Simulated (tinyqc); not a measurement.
Worked calculation: UHF in the sto-6g basis, for NH, spin multiplicity 3. This run ends on a higher stationary point, not on the lowest solution. One step of it, computed by the program tinyqc.

Question. Iteration 15 (converged): orbitals. Diagonalise F' = X^T F X, C = X C', fill 5 alpha and 3 beta electrons from the bottom; D(s) = C_occ C_occ^T. Each column has its largest component positive (the first on a tie).

converged F(alpha) (hartree):
```
,1N 1s,1N 2s,1N 2px,1N 2py,1N 2pz,2H 1s
1N 1s,-15.444217,-3.738149,0.000000,0.000000,-0.002146,-0.424839
1N 2s,-3.738149,-1.801290,0.000000,0.000000,0.056057,-0.494332
1N 2px,0.000000,0.000000,-0.366231,0.041017,-0.000001,0.000000
1N 2py,0.000000,0.000000,0.041017,-0.360058,-0.000001,0.000000
1N 2pz,-0.002146,0.056057,-0.000001,-0.000001,-0.052878,-0.381223
2H 1s,-0.424839,-0.494332,0.000000,0.000000,-0.381223,-0.517642
```

converged F(beta) (hartree):
```
,1N 1s,1N 2s,1N 2px,1N 2py,1N 2pz,2H 1s
1N 1s,-15.411170,-3.697455,0.000000,0.000000,-0.003959,-0.416297
1N 2s,-3.697455,-1.550867,-0.000001,-0.000001,-0.171524,-0.454126
1N 2px,0.000000,-0.000001,0.086935,-0.319019,0.000003,0.000001
1N 2py,0.000000,-0.000001,-0.319019,0.038925,0.000003,0.000001
1N 2pz,-0.003959,-0.171524,0.000003,0.000003,0.270674,-0.177228
2H 1s,-0.416297,-0.454126,0.000001,0.000001,-0.177228,0.008471
```

X:
```
,1,2,3,4,5,6
1N 1s,0.338298,0.732705,0.000000,0.000000,0.582749,0.258991
1N 2s,-0.756994,-0.478044,0.000000,0.000000,0.389417,0.465711
1N 2px,0.000000,0.000000,0.296378,0.955071,0.000000,0.000000
1N 2py,0.000000,0.000000,0.955071,-0.296378,0.000000,0.000000
1N 2pz,-0.589345,0.575163,0.000000,0.000000,-0.560777,0.341629
2H 1s,0.878409,-0.308262,0.000000,0.000000,-0.265079,0.530803
```

Give: F' = X^T F X; orbital energies; coefficients C; F' = X^T F X; orbital energies; coefficients C; D(alpha) after iteration 15; D(beta) after iteration 15.

Answer.

F' = X^T F X (alpha) (hartree):
```
,1,2,3,4,5,6
1,-0.452,-2.051,0.000,0.000,-1.561,-1.006
2,-2.051,-6.002,0.000,0.000,-6.134,-3.274
3,0.000,0.000,-0.337,0.032,0.000,0.000
4,0.000,0.000,0.032,-0.389,0.000,0.000
5,-1.561,-6.134,0.000,0.000,-7.171,-3.969
6,-1.006,-3.274,0.000,0.000,-3.969,-2.962
```

orbital energies (alpha) (hartree): MO1 -15.447, MO2 -0.974, MO3 -0.510, MO4 -0.404, MO5 -0.322, MO6 0.344

coefficients C (alpha):
```
,MO1,MO2,MO3,MO4,MO5,MO6
1N 1s,0.997,-0.235,0.076,0.000,0.000,-0.063
1N 2s,0.015,0.943,-0.404,0.000,0.000,0.342
1N 2px,0.000,0.000,0.000,0.733,0.680,0.000
1N 2py,0.000,0.000,0.000,-0.680,0.733,0.000
1N 2pz,0.001,-0.037,0.444,0.000,0.000,0.954
2H 1s,-0.003,0.212,0.790,0.000,0.000,-0.742
```

F' = X^T F X (beta) (hartree):
```
,1,2,3,4,5,6
1,-0.270,-2.061,0.000,0.000,-1.744,-0.791
2,-2.061,-5.739,0.000,0.000,-6.338,-3.335
3,0.000,0.000,-0.137,-0.249,0.000,0.000
4,0.000,0.000,-0.249,0.263,0.000,0.000
5,-1.744,-6.338,0.000,0.000,-6.814,-4.084
6,-0.791,-3.335,0.000,0.000,-4.084,-2.687
```

orbital energies (beta) (hartree): MO1 -15.413, MO2 -0.753, MO3 -0.257, MO4 0.124, MO5 0.383, MO6 0.532

coefficients C (beta):
```
,MO1,MO2,MO3,MO4,MO5,MO6
1N 1s,0.997,-0.232,0.000,0.093,0.000,-0.032
1N 2s,0.012,0.948,0.000,-0.469,0.000,0.225
1N 2px,0.000,0.000,0.680,0.000,0.733,0.000
1N 2py,0.000,0.000,0.733,0.000,-0.680,0.000
1N 2pz,0.001,0.151,0.000,0.504,0.000,0.912
2H 1s,-0.002,0.157,0.000,0.718,0.000,-0.823
```

D(alpha) after iteration 15:
```
,1N 1s,1N 2s,1N 2px,1N 2py,1N 2pz,2H 1s
1N 1s,1.054,-0.237,0.000,0.000,0.043,0.008
1N 2s,-0.237,1.053,0.000,0.000,-0.215,-0.120
1N 2px,0.000,0.000,1.000,0.000,0.000,0.000
1N 2py,0.000,0.000,0.000,1.000,0.000,0.000
1N 2pz,0.043,-0.215,0.000,0.000,0.199,0.343
2H 1s,0.008,-0.120,0.000,0.000,0.343,0.668
```

D(beta) after iteration 15:
```
,1N 1s,1N 2s,1N 2px,1N 2py,1N 2pz,2H 1s
1N 1s,1.048,-0.208,0.000,0.000,-0.034,-0.039
1N 2s,-0.208,0.899,0.000,0.000,0.143,0.149
1N 2px,0.000,0.000,0.462,0.499,0.000,0.000
1N 2py,0.000,0.000,0.499,0.538,0.000,0.000
1N 2pz,-0.034,0.143,0.000,0.000,0.023,0.024
2H 1s,-0.039,0.149,0.000,0.000,0.024,0.025
```
